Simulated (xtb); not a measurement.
xtb input (GFN2-xTB):

```bash
xtb mol.xyz --gfn 2 --ohess tight --chrg 0 --uhf 0
```
mol.xyz:
```
9

C     -0.01899352     0.82943477    -0.00509818
C      0.71244082    -0.45048639    -0.02408583
C     -0.71813626    -0.41451384    -0.01080010
H      0.03303034     1.46080951     0.87969396
H     -0.00579457     1.45149825    -0.88538476
H      1.22466753    -0.70031810    -0.90066561
H      1.29592905    -0.71475165     0.89158932
H     -1.27316590    -0.72232482     0.94433410
H     -1.27043686    -0.71862982    -0.95006469
```

End of the output:

```
   ------------------------------------------------------------------------
    298.15    0.426800E-02    0.846965E-01    0.268261E-01    0.578703E-01
   ------------------------------------------------------------------------

         :::::::::::::::::::::::::::::::::::::::::::::::::::::
         ::                  THERMODYNAMIC                  ::
         :::::::::::::::::::::::::::::::::::::::::::::::::::::
         :: total free energy          -9.390320530169 Eh   ::
         ::.................................................::
         :: total energy               -9.448190878190 Eh   ::
         :: zero point energy           0.080428489627 Eh   ::
         :: G(RRHO) w/o ZPVE           -0.022558141606 Eh   ::
         :: G(RRHO) contrib.            0.057870348021 Eh   ::
         :::::::::::::::::::::::::::::::::::::::::::::::::::::

optimized geometry written to: xtbopt.xyz

           -------------------------------------------------
          | TOTAL ENERGY               -9.448190878190 Eh   |
          | TOTAL ENTHALPY             -9.363494385710 Eh   |
          | TOTAL FREE ENERGY          -9.390320530169 Eh   |
          | GRADIENT NORM               0.000308878254 Eh/α |
          | HOMO-LUMO GAP              10.178278761686 eV   |
           -------------------------------------------------

------------------------------------------------------------------------
------------------------------------------------------------------------
 total:
 SCF:
 ANC optimizer:
 analytical hessian:
```
